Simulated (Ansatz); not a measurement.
# AlFH2: the cost of one run

Program: Ansatz 0.2.0. Level of theory: RKS PBE/6-31G*. These are calculated values, not measurements.

### 1 The system as given

Bond lengths: Al1–F2 1.890 Å, Al1–H3 1.760 Å, Al1–H4 1.560 Å. Angles: F2–Al1–H3 40.8°, F2–Al1–H4 160.4°, H3–Al1–H4 158.9°.

Coordinates:

```xyz
4

Al    0.0000    0.0000    0.0000
F     1.2241    0.0000    1.4400
H     1.7390    0.0000    0.2708
H    -1.3510    0.0000   -0.7800
```

### 2 Pulling towards end A

Springs on the bonds that form and break draw the guess towards this end; the thresholds are loose.

Contents of input.yaml:

```yaml
crystal:
  periodic: [false, false, false]
  atoms:
    - { symbol: Al, position_ang: [0.0, 0.0, 0.0] }
    - { symbol: F, position_ang: [1.2241, 0.0, 1.44] }
    - { symbol: H, position_ang: [1.739, 0.0, 0.2708] }
    - { symbol: H, position_ang: [-1.351, 0.0, -0.78] }
basis:
  gaussian: { orbitals: "6-31G*" }
hamiltonian:
  xc: pbe
relax:
  f_tol: 0.15
  max_steps: 25
  restrain:
    - { distance: [1, 2], at: 2.12, k: 30.0 }
    - { distance: [0, 1], at: 1.69, k: 30.0 }
    - { distance: [0, 2], at: 1.56, k: 30.0 }
output:
  orbitals: {}
```

Run with:

```
$ ansatz run input.yaml --threads 1 --pin off --max-ram 2048MiB --backend cpu --events-out ev --progress --plain --runs-dir out
```

What time and memory should one allow on 1 thread of Arm Neoverse V2, shared host?

About 3.7 s, with a peak of 0.098 GiB.
